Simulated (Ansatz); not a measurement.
Mulliken charges of CH5BO (`CBO`) from PBE/def2-TZVPP in Ansatz (PBE0-D4/def2-TZVP geometry).

| atom | x (Å) | y (Å) | z (Å) | charge (e) |
| --- | --- | --- | --- | --- |
| C1 | -0.619 | 0.710 | -0.325 | -0.347 |
| B2 | 0.509 | -0.240 | 0.180 | 0.124 |
| O3 | 0.241 | -1.558 | 0.356 | -0.230 |
| H4 | -1.568 | 0.201 | -0.499 | 0.098 |
| H5 | -0.308 | 1.205 | -1.252 | 0.100 |
| H6 | -0.781 | 1.520 | 0.396 | 0.100 |
| H7 | 1.621 | 0.163 | 0.421 | -0.048 |
| H8 | 0.998 | -2.058 | 0.668 | 0.204 |

Question: By hand: the dipole of these point charges (1 e Å = 4.8032 D).

Answer: Σ q r = (0.086, -0.053, 0.035) e Å, of length 0.107 e Å = 0.51 D.

Question: How does the dipole of the full density compare? (An estimate is asked.)

Answer: The calculation gave: (0.180, -0.073, 0.066) e Å, 0.99 D; the point charges give 0.52 times that, at 9° from its direction.

Point charges leave out the atoms' own dipoles, such as those of lone pairs, and Mulliken's split depends on the basis, so the two needn't agree.
